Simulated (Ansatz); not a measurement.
System: black phosphorus. Method: r²SCAN-D4 (Ansatz, a quantum-chemistry and plane-wave program, PAW).

Rigid layers of the crystal as relaxed at this level are moved apart or together:

```json
[
 {"run": "1", "layer repeat (Å)": "5.24", "energy against free layers (meV/Å²)": "-23.50", "gap on the mesh (eV)": "0.000"},
 {"run": "2", "layer repeat (Å)": "5.44", "energy against free layers (meV/Å²)": "-23.61", "gap on the mesh (eV)": "0.056"},
 {"run": "3", "layer repeat (Å)": "5.74", "energy against free layers (meV/Å²)": "-20.93", "gap on the mesh (eV)": "0.172"},
 {"run": "4", "layer repeat (Å)": "6.24", "energy against free layers (meV/Å²)": "-14.65", "gap on the mesh (eV)": "0.351"},
 {"run": "5", "layer repeat (Å)": "7.24", "energy against free layers (meV/Å²)": "-6.14", "gap on the mesh (eV)": "0.631"},
 {"run": "6", "layer repeat (Å)": "9.24", "energy against free layers (meV/Å²)": "-1.38", "gap on the mesh (eV)": "0.858"}
]
```

The lowest energy of these points lies at a layer repeat of 5.44 Å.
